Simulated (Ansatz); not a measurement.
Stretch profile

SiHSF (SMILES F[Si]S), closed shell, at its PBE0-D4/def2-TZVP minimum:

```xyz
4
angstrom
F -1.1391 -0.0286 1.0619
Si 0.0813 0.9891 0.7689
S 0.9959 -0.0009 -0.9117
H 0.1174 -1.0199 -0.9394
```

The bond length F1–Si2 (1.616 Å at the minimum) is set to the values below, the two halves moving rigidly along the bond. Each method's energies count from its own value at the PBE0-D4 minimum structure. Computed with Ansatz 0.2.0 (basis: def2-TZVPP); correlated methods freeze the cores. B3LYP uses VWN-RPA correlation.

CCSD(T) energies along the scan:
```
bond length (Å)  CCSD(T) (kJ/mol)
          1.454              52.2
          1.487              30.8
          1.534              11.2
          1.590               1.0
          1.651               1.7
          1.717              12.4
          1.788              31.5
          1.862              56.8
          1.939              86.4
```
They count from the CCSD(T) energy at the PBE0-D4 minimum.

Minimum and curvature along this coordinate at CCSD(T): A fifth-order fit through the nearest points gives 1.615 Å, with a curvature of about 30 eV/Å².

Question: Treat the two halves as rigid bodies and work out the harmonic wavenumber of this stretch from that curvature (ν̃ = 521.5 √(k/μ) cm⁻¹ with k in eV/Å² and μ in u).

Answer: The halves weigh 19.00 and 61.16 u, so μ = 19.00 × 61.16/80.16 = 14.497 u and ν̃ = 521.5 √(30/14.497) ≈ 750 cm⁻¹. A true normal mode mixes in other motions, so this is a guide only.

Largest difference from the CCSD(T) curve over the scan: r2SCAN-D4 5.9; B3LYP-D4 10.2; HF 21.5; MP2 1.6 kJ/mol. Each curve counts from its own value at the minimum.

No T1 diagnostic of these runs exceeds 0.019. The restricted Hartree–Fock reference is unstable towards an unrestricted one here.

For scale, one of the runs: CCSD(T)/def2-TZVPP, 129 basis functions (an equivalent command: `ansatz run in.yaml --threads 2`). Hardware: 2 CPU threads, shared host. Wall time about 7 s.
